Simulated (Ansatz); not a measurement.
`CC(F)(F)CF` + `C=N` → `C=NC(C)(F)F` + `CF`  (substitution at a C–C bond)

Computed with Ansatz on PBE0-D4/def2-TZVP structures; ΔE is electronic, products minus reactants. CCSD(T)/CBS is the MP2 limit (def2-TZVPP, def2-QZVPP) plus CCSD(T) − MP2 in def2-TZVPP, frozen cores. This one scheme is used for every species. Each species was taken in one conformer, which may not be the lowest.

```json
{"level": "SCS-MP2/def2-TZVPP", "ΔE (kcal/mol)": "-0.4"}
{"level": "MP2/CBS(def2)", "ΔE (kcal/mol)": "-0.6"}
```

(1) What does CCSD(T)/CBS give? (An estimate is asked.)

Largest T1 diagnostic among the species: 0.012.

Answers

(1) The calculation gave: +0.1 kcal/mol. The listed levels differ from it by -0.5, -0.7 kcal/mol.
